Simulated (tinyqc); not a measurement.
Inside a calculation. Method: MP2 on RHF in the sto-3g basis, frozen core, for H2O, spin multiplicity 1. Computed by tinyqc, a small Python program that keeps every step (integrals from PySCF). Settings: charge = 0, multiplicity = 1, basis = sto-3g, method = RHF, frozen orbitals = 1, energy threshold = 1e-10, iteration cap = 87, orthogonalisation = symmetric, start = atomic densities, DIIS depth = 6. Command: `OMP_NUM_THREADS=1 python tinyqc.py 21434 21435 out.jsonl` (the two numbers bound the seeds that draw the settings). One thread of a shared host (Intel(R) Xeon(R) Processor @ 2.60GHz), about 0.1 s of CPU time with the checks. The early iterations of the SCF are left out here.

## One-electron integrals

Geometry (angstrom):
```
atom         x          y         z
O     0.000000   0.000000  0.000000
H     0.000000   0.957000  0.653000
H     0.000000  -0.957000  0.653000
```

Basis sto-3g: exponents (1/bohr^2) and contraction coefficients of normalised primitives:
```
element  l (shell)    exponent  coefficient
O            s (1)  130.709320     0.154329
O            s (1)   23.808861     0.535328
O            s (1)    6.443608     0.444635
O            s (2)    5.033151    -0.099967
O            s (2)    1.169596     0.399513
O            s (2)    0.380389     0.700115
O            p (3)    5.033151     0.155916
O            p (3)    1.169596     0.607684
O            p (3)    0.380389     0.391957
H            s (1)    3.425251     0.154329
H            s (1)    0.623914     0.535328
H            s (1)    0.168855     0.444635
```

Overlap, kinetic and nuclear-attraction integrals over the contracted functions; the nuclear repulsion is the sum of Za Zb / Rab.

nuclear repulsion = 7.58455413 hartree

overlap S:
```
           1O 1s     1O 2s    1O 2px     1O 2py    1O 2pz     2H 1s      3H 1s
1O 1s   1.000000  0.236704  0.000000   0.000000  0.000000  0.033425   0.033425
1O 2s   0.236704  1.000000  0.000000   0.000000  0.000000  0.352958   0.352958
1O 2px  0.000000  0.000000  1.000000   0.000000  0.000000  0.000000   0.000000
1O 2py  0.000000  0.000000  0.000000   1.000000  0.000000  0.262814  -0.262814
1O 2pz  0.000000  0.000000  0.000000   0.000000  1.000000  0.179329   0.179329
2H 1s   0.033425  0.352958  0.000000   0.262814  0.179329  1.000000   0.137064
3H 1s   0.033425  0.352958  0.000000  -0.262814  0.179329  0.137064   1.000000
```

kinetic energy T (hartree):
```
            1O 1s      1O 2s    1O 2px     1O 2py    1O 2pz      2H 1s      3H 1s
1O 1s   29.003200  -0.168011  0.000000   0.000000  0.000000  -0.008916  -0.008916
1O 2s   -0.168011   0.808128  0.000000   0.000000  0.000000   0.052260   0.052260
1O 2px   0.000000   0.000000  2.528731   0.000000  0.000000   0.000000   0.000000
1O 2py   0.000000   0.000000  0.000000   2.528731  0.000000   0.127151  -0.127151
1O 2pz   0.000000   0.000000  0.000000   0.000000  2.528731   0.086760   0.086760
2H 1s   -0.008916   0.052260  0.000000   0.127151  0.086760   0.760032  -0.008826
3H 1s   -0.008916   0.052260  0.000000  -0.127151  0.086760  -0.008826   0.760032
```

nuclear attraction V (hartree):
```
             1O 1s      1O 2s     1O 2px     1O 2py     1O 2pz      2H 1s      3H 1s
1O 1s   -61.531965  -7.399311   0.000000   0.000000  -0.011945  -1.068925  -1.068925
1O 2s    -7.399311  -9.962282   0.000000   0.000000  -0.147353  -2.659878  -2.659878
1O 2px    0.000000   0.000000  -9.836592   0.000000   0.000000   0.000000   0.000000
1O 2py    0.000000   0.000000   0.000000  -9.944158   0.000000  -1.738208   1.738208
1O 2pz   -0.011945  -0.147353   0.000000   0.000000  -9.886673  -1.220501  -1.220501
2H 1s    -1.068925  -2.659878   0.000000  -1.738208  -1.220501  -5.096884  -0.790054
3H 1s    -1.068925  -2.659878   0.000000   1.738208  -1.220501  -0.790054  -5.096884
```

core Hamiltonian H = T + V (hartree):
```
             1O 1s      1O 2s     1O 2px     1O 2py     1O 2pz      2H 1s      3H 1s
1O 1s   -32.528765  -7.567322   0.000000   0.000000  -0.011945  -1.077840  -1.077840
1O 2s    -7.567322  -9.154154   0.000000   0.000000  -0.147353  -2.607618  -2.607618
1O 2px    0.000000   0.000000  -7.307861   0.000000   0.000000   0.000000   0.000000
1O 2py    0.000000   0.000000   0.000000  -7.415426   0.000000  -1.611057   1.611057
1O 2pz   -0.011945  -0.147353   0.000000   0.000000  -7.357942  -1.133741  -1.133741
2H 1s    -1.077840  -2.607618   0.000000  -1.611057  -1.133741  -4.336852  -0.798881
3H 1s    -1.077840  -2.607618   0.000000   1.611057  -1.133741  -0.798881  -4.336852
```

## Two-electron integrals

Functions are numbered as in S; the eight-fold symmetry (ij|kl) = (ji|kl) = (kl|ij) leaves the list below.

Two-electron integrals (ij|kl) in chemists' order, unique and non-zero (hartree):
```
(11|11) 4.785065    (21|11) 0.741380    (21|21) 0.136873    (22|11) 1.118947
(22|21) 0.256633    (22|22) 0.817206    (31|31) 0.024477    (32|31) 0.037809
(32|32) 0.180518    (33|11) 1.115814    (33|21) 0.256684    (33|22) 0.817023
(33|33) 0.880159    (41|41) 0.024477    (42|41) 0.037809    (42|42) 0.180518
(43|43) 0.047444    (44|11) 1.115814    (44|21) 0.256684    (44|22) 0.817023
(44|33) 0.785270    (44|44) 0.880159    (51|51) 0.024477    (52|51) 0.037809
(52|52) 0.180518    (53|53) 0.047444    (54|54) 0.047444    (55|11) 1.115814
(55|21) 0.256684    (55|22) 0.817023    (55|33) 0.785270    (55|44) 0.785270
(55|55) 0.880159    (61|11) 0.105888    (61|21) 0.019403    (61|22) 0.036211
(61|33) 0.036140    (61|41) 0.000729    (61|42) 0.001375    (61|44) 0.036289
(61|51) 0.000497    (61|52) 0.000939    (61|54) 0.000101    (61|55) 0.036209
(61|61) 0.002785    (62|11) 0.281402    (62|21) 0.065455    (62|22) 0.233719
(62|33) 0.229577    (62|41) 0.004059    (62|42) 0.032221    (62|44) 0.237896
(62|51) 0.002770    (62|52) 0.021986    (62|54) 0.005677    (62|55) 0.233450
(62|61) 0.009478    (62|62) 0.085766    (63|31) 0.006553    (63|32) 0.039211
(63|43) 0.006531    (63|53) 0.004457    (63|63) 0.011657    (64|11) 0.175784
(64|21) 0.041386    (64|22) 0.157780    (64|33) 0.150780    (64|41) 0.008785
(64|42) 0.059580    (64|44) 0.169135    (64|51) 0.001523    (64|52) 0.013899
(64|54) 0.008067    (64|55) 0.153244    (64|61) 0.006232    (64|62) 0.070397
(64|64) 0.068786    (65|11) 0.119944    (65|21) 0.028240    (65|22) 0.107660
(65|33) 0.102883    (65|41) 0.001523    (65|42) 0.013899    (65|44) 0.106494
(65|51) 0.007592    (65|52) 0.048695    (65|54) 0.008995    (65|55) 0.113478
(65|61) 0.004252    (65|62) 0.048035    (65|64) 0.038982    (65|65) 0.038255
(66|11) 0.448962    (66|21) 0.106097    (66|22) 0.436379    (66|33) 0.419608
(66|41) 0.007852    (66|42) 0.087829    (66|44) 0.453573    (66|51) 0.005358
(66|52) 0.059929    (66|54) 0.023176    (66|55) 0.435422    (66|61) 0.015461
(66|62) 0.209995    (66|64) 0.196741    (66|65) 0.134244    (66|66) 0.774606
(71|11) 0.105888    (71|21) 0.019403    (71|22) 0.036211    (71|33) 0.036140
(71|41) -0.000729   (71|42) -0.001375   (71|44) 0.036289    (71|51) 0.000497
(71|52) 0.000939    (71|54) -0.000101   (71|55) 0.036209    (71|61) 0.002739
(71|62) 0.009153    (71|64) 0.005552    (71|65) 0.004111    (71|66) 0.014809
(71|71) 0.002785    (72|11) 0.281402    (72|21) 0.065455    (72|22) 0.233719
(72|33) 0.229577    (72|41) -0.004059   (72|42) -0.032221   (72|44) 0.237896
(72|51) 0.002770    (72|52) 0.021986    (72|54) -0.005677   (72|55) 0.233450
(72|61) 0.009153    (72|62) 0.066578    (72|64) 0.038283    (72|65) 0.036145
(72|66) 0.129520    (72|71) 0.009478    (72|72) 0.085766    (73|31) 0.006553
(73|32) 0.039211    (73|43) -0.006531   (73|53) 0.004457    (73|63) 0.008661
(73|73) 0.011657    (74|11) -0.175784   (74|21) -0.041386   (74|22) -0.157780
(74|33) -0.150780   (74|41) 0.008785    (74|42) 0.059580    (74|44) -0.169135
(74|51) -0.001523   (74|52) -0.013899   (74|54) 0.008067    (74|55) -0.153244
(74|61) -0.005552   (74|62) -0.038283   (74|64) -0.013885   (74|65) -0.020405
(74|66) -0.068953   (74|71) -0.006232   (74|72) -0.070397   (74|74) 0.068786
(75|11) 0.119944    (75|21) 0.028240    (75|22) 0.107660    (75|33) 0.102883
(75|41) -0.001523   (75|42) -0.013899   (75|44) 0.106494    (75|51) 0.007592
(75|52) 0.048695    (75|54) -0.008995   (75|55) 0.113478    (75|61) 0.004111
(75|62) 0.036145    (75|64) 0.020405    (75|65) 0.027994    (75|66) 0.076317
(75|71) 0.004252    (75|72) 0.048035    (75|74) -0.038982   (75|75) 0.038255
(76|11) 0.079179    (76|21) 0.018584    (76|22) 0.071989    (76|33) 0.070389
(76|44) 0.071969    (76|51) 0.001237    (76|52) 0.011713    (76|55) 0.073531
(76|61) 0.002657    (76|62) 0.025847    (76|64) 0.018552    (76|65) 0.016311
(76|66) 0.065669    (76|71) 0.002657    (76|72) 0.025847    (76|74) -0.018552
(76|75) 0.016311    (76|76) 0.009827    (77|11) 0.448962    (77|21) 0.106097
(77|22) 0.436379    (77|33) 0.419608    (77|41) -0.007852   (77|42) -0.087829
(77|44) 0.453573    (77|51) 0.005358    (77|52) 0.059929    (77|54) -0.023176
(77|55) 0.435422    (77|61) 0.014809    (77|62) 0.129520    (77|64) 0.068953
(77|65) 0.076317    (77|66) 0.275195    (77|71) 0.015461    (77|72) 0.209995
(77|74) -0.196741   (77|75) 0.134244    (77|76) 0.065669    (77|77) 0.774606
```

## Orthogonalisation

S = U s U^T; symmetric (Loewdin) form X = U s^(-1/2) U^T, so that X^T S X = 1.

eigenvalues of S: 0.471074  0.553527  0.892698  1.000000  1.093388  1.309409  1.679904

X:
```
            1O 1s      1O 2s    1O 2px     1O 2py     1O 2pz      2H 1s      3H 1s
1O 1s    1.023427  -0.134775  0.000000   0.000000  -0.005971   0.017921   0.017921
1O 2s   -0.134775   1.133397  0.000000   0.000000   0.055307  -0.200138  -0.200138
1O 2px   0.000000   0.000000  1.000000   0.000000   0.000000   0.000000   0.000000
1O 2py   0.000000   0.000000  0.000000   1.066369   0.000000  -0.163483   0.163483
1O 2pz  -0.005971   0.055307  0.000000   0.000000   1.027441  -0.099683  -0.099683
2H 1s    0.017921  -0.200138  0.000000  -0.163483  -0.099683   1.105313  -0.046317
3H 1s    0.017921  -0.200138  0.000000   0.163483  -0.099683  -0.046317   1.105313
```

## Iteration 8 (converged): orbitals

converged F (hartree):
```
             1O 1s      1O 2s     1O 2px     1O 2py     1O 2pz      2H 1s      3H 1s
1O 1s   -20.253356  -5.162761   0.000000   0.000000  -0.023993  -0.743197  -0.743197
1O 2s    -5.162761  -2.395193   0.000000   0.000000  -0.053754  -0.722283  -0.722283
1O 2px    0.000000   0.000000  -0.382542   0.000000   0.000000   0.000000   0.000000
1O 2py    0.000000   0.000000   0.000000  -0.205702   0.000000  -0.353160   0.353160
1O 2pz   -0.023993  -0.053754   0.000000   0.000000  -0.248666  -0.287669  -0.287669
2H 1s    -0.743197  -0.722283   0.000000  -0.353160  -0.287669  -0.364170  -0.186760
3H 1s    -0.743197  -0.722283   0.000000   0.353160  -0.287669  -0.186760  -0.364170
```

Diagonalise F' = X^T F X, C = X C', fill 5 alpha and 5 beta electrons from the bottom; D = 2 C_occ C_occ^T. Each column has its largest component positive (the first on a tie).

F' = X^T F X (hartree):
```
            1          2          3          4          5          6          7
1  -19.880276  -2.680943   0.000000   0.000000  -0.049015  -0.069919  -0.069919
2   -2.680943  -1.330834   0.000000   0.000000   0.090367  -0.369144  -0.369144
3    0.000000   0.000000  -0.382542   0.000000   0.000000   0.000000   0.000000
4    0.000000   0.000000   0.000000   0.002875   0.000000  -0.383317   0.383317
5   -0.049015   0.090367   0.000000   0.000000  -0.151894  -0.270574  -0.270574
6   -0.069919  -0.369144   0.000000  -0.383317  -0.270574  -0.030335  -0.050010
7   -0.069919  -0.369144   0.000000   0.383317  -0.270574  -0.050010  -0.030335
```

orbital energies (hartree): MO1 -20.261507, MO2 -1.186241, MO3 -0.530883, MO4 -0.412345, MO5 -0.382542, MO6 0.416744, MO7 0.553433

coefficients C:
```
              MO1        MO2        MO3        MO4       MO5        MO6        MO7
1O 1s    0.994522  -0.242046   0.000000   0.085921  0.000000  -0.105841   0.000000
1O 2s    0.023431   0.905396   0.000000  -0.438324  0.000000   0.611149   0.000000
1O 2px   0.000000   0.000000   0.000000   0.000000  1.000000   0.000000   0.000000
1O 2py   0.000000   0.000000   0.597644   0.000000  0.000000   0.000000   0.912917
1O 2pz   0.002652   0.067684   0.000000   0.758720  0.000000   0.705945   0.000000
2H 1s   -0.004177   0.137424   0.454844   0.340829  0.000000  -0.689915  -0.694959
3H 1s   -0.004177   0.137424  -0.454844   0.340829  0.000000  -0.689915   0.694959
```

D after iteration 8:
```
            1O 1s      1O 2s    1O 2px     1O 2py     1O 2pz      2H 1s      3H 1s
1O 1s    2.110085  -0.467012  0.000000   0.000000   0.102890  -0.016265  -0.016265
1O 2s   -0.467012   2.024838  0.000000   0.000000  -0.542444  -0.050137  -0.050137
1O 2px   0.000000   0.000000  2.000000   0.000000   0.000000   0.000000   0.000000
1O 2py   0.000000   0.000000  0.000000   0.714356   0.000000   0.543669  -0.543669
1O 2pz   0.102890  -0.542444  0.000000   0.000000   1.160489   0.535768   0.535768
2H 1s   -0.016265  -0.050137  0.000000   0.543669   0.535768   0.683901  -0.143632
3H 1s   -0.016265  -0.050137  0.000000  -0.543669   0.535768  -0.143632   0.683901
```

## Convergence

Stop when the energy changes by less than 1e-10 hartree and every element of the error matrix X^T (F D S - S D F) X is below 3e-06.

Course of the cycle:
```
iteration   E (hartree)     change  largest element of the error matrix
1          -75.06023079          -                             8.80e-01
2          -74.85780800   2.02e-01                             2.03e-01
3          -74.90905996  -5.13e-02                             2.74e-02
4          -74.91046696  -1.41e-03                             5.11e-03
5          -74.91050157  -3.46e-05                             1.59e-04
6          -74.91050163  -6.50e-08                             6.23e-05
7          -74.91050165  -1.68e-08                             6.75e-07
8          -74.91050165  -1.24e-12                             1.05e-09
```

PySCF RHF in the same basis = -74.91050165 hartree

Converged in 8 iterations.

## Integrals over molecular orbitals

(pq|rs) = sum C_ip C_jq C_kr C_ls (ij|kl), one index at a time.

one-electron integrals over orbitals h = C^T H C (hartree):
```
            1          2          3          4          5          6          7
1  -32.512395   0.574279   0.000000  -0.189678   0.000000   0.244413   0.000000
2    0.574279  -7.534983   0.000000   0.532626   0.000000  -1.152985   0.000000
3    0.000000   0.000000  -5.864284   0.000000   0.000000   0.000000  -1.808827
4   -0.189678   0.532626   0.000000  -6.502015   0.000000  -1.365189   0.000000
5    0.000000   0.000000   0.000000   0.000000  -7.307861   0.000000   0.000000
6    0.244413  -1.152985   0.000000  -1.365189   0.000000  -5.194005   0.000000
7    0.000000   0.000000  -1.808827   0.000000   0.000000   0.000000  -5.509129
```

Two-electron integrals over orbitals (pq|rs), unique and non-zero (hartree); the lowest 1 orbital is frozen and left out:
```
(22|22) 0.724727    (32|32) 0.125991    (33|22) 0.601514    (33|33) 0.577231
(42|22) -0.031373   (42|33) 0.003629    (42|42) 0.130478    (43|32) 0.030805
(43|43) 0.057390    (44|22) 0.660799    (44|33) 0.554548    (44|42) -0.092001
(44|44) 0.690896    (52|52) 0.152635    (53|53) 0.025288    (54|52) -0.041172
(54|54) 0.045993    (55|22) 0.757999    (55|33) 0.588925    (55|42) -0.078896
(55|44) 0.685227    (55|55) 0.880159    (62|22) 0.125516    (62|33) 0.059375
(62|42) 0.036445    (62|44) 0.060761    (62|55) 0.135836    (62|62) 0.091330
(63|32) -0.040852   (63|43) -0.042595   (63|63) 0.081579    (64|22) 0.136318
(64|33) 0.047600    (64|42) -0.045099   (64|44) 0.133330    (64|55) 0.155937
(64|62) 0.061372    (64|64) 0.101606    (65|52) 0.049759    (65|54) 0.007296
(65|65) 0.032893    (66|22) 0.578277    (66|33) 0.535887    (66|42) 0.046454
(66|44) 0.534827    (66|55) 0.565185    (66|62) 0.084998    (66|64) 0.052721
(66|66) 0.566329    (72|32) 0.059343    (72|43) -0.026460   (72|63) 0.027103
(72|72) 0.071111    (73|22) 0.174977    (73|33) 0.087722    (73|42) -0.072598
(73|44) 0.143696    (73|55) 0.207637    (73|62) 0.066621    (73|64) 0.104168
(73|66) 0.044624    (73|73) 0.159970    (74|32) -0.068316   (74|43) -0.016487
(74|63) 0.058564    (74|72) -0.017841   (74|74) 0.069299    (75|53) 0.023990
(75|75) 0.025860    (76|32) 0.084077    (76|43) 0.066168    (76|63) -0.072295
(76|72) -0.000413   (76|74) -0.059900   (76|76) 0.114100    (77|22) 0.607280
(77|33) 0.572409    (77|42) -0.021826   (77|44) 0.574658    (77|55) 0.609138
(77|62) 0.059643    (77|64) 0.056221    (77|66) 0.539954    (77|73) 0.103090
(77|77) 0.592547
```

## Second-order Moller-Plesset energy

Hartree-Fock energy = -74.91050165 hartree

E2 = sum_ijab (ia|jb) [2 (ia|jb) - (ib|ja)] / (e_i + e_j - e_a - e_b) over occupied i, j and virtual a, b; the opposite-spin part is (ia|jb)^2 / denominator, the rest is same-spin, and SCS-MP2 scales them by 6/5 and 1/3.

Terms:
```
i  j  a  b    (ia|jb)    (ib|ja)  denominator       term
3  3  7  7   0.159970   0.159970    -2.168632  -0.011800
4  3  6  7   0.104168   0.058564    -1.913405  -0.008154
3  4  7  6   0.104168   0.058564    -1.913405  -0.008154
4  4  6  6   0.101606   0.101606    -1.658178  -0.006226
3  3  6  6   0.081579   0.081579    -1.895254  -0.003511
3  2  7  6   0.066621   0.027103    -2.687301  -0.002631
2  3  6  7   0.066621   0.027103    -2.687301  -0.002631
2  2  6  6   0.091330   0.091330    -3.205970  -0.002602
4  4  7  7   0.069299   0.069299    -1.931556  -0.002486
4  2  6  6   0.061372   0.061372    -2.432074  -0.001549
2  4  6  6   0.061372   0.061372    -2.432074  -0.001549
2  2  7  7   0.071111   0.071111    -3.479347  -0.001453
5  5  6  6   0.032893   0.032893    -1.598572  -0.000677
3  4  6  7   0.058564   0.104168    -1.913405  -0.000397
4  3  7  6   0.058564   0.104168    -1.913405  -0.000397
5  5  7  7   0.025860   0.025860    -1.871949  -0.000357
3  2  6  7   0.027103   0.066621    -2.687301   0.000125
2  3  7  6   0.027103   0.066621    -2.687301   0.000125
4  2  7  7  -0.017841  -0.017841    -2.705451  -0.000118
2  4  7  7  -0.017841  -0.017841    -2.705451  -0.000118
```

Pair energies (hartree; pair i-j sums ij and ji):
```
pair  opposite spin  same spin
2-2       -0.004055   0.000000
3-2       -0.003850  -0.001162
3-3       -0.015312   0.000000
4-2       -0.003333   0.000000
4-3       -0.014927  -0.002174
4-4       -0.008712   0.000000
5-5       -0.001034   0.000000
```

MP2 correlation energy = -0.05455881 hartree

SCS-MP2 correlation energy = -0.06257929 hartree

MP2 total energy = -74.96506045 hartree
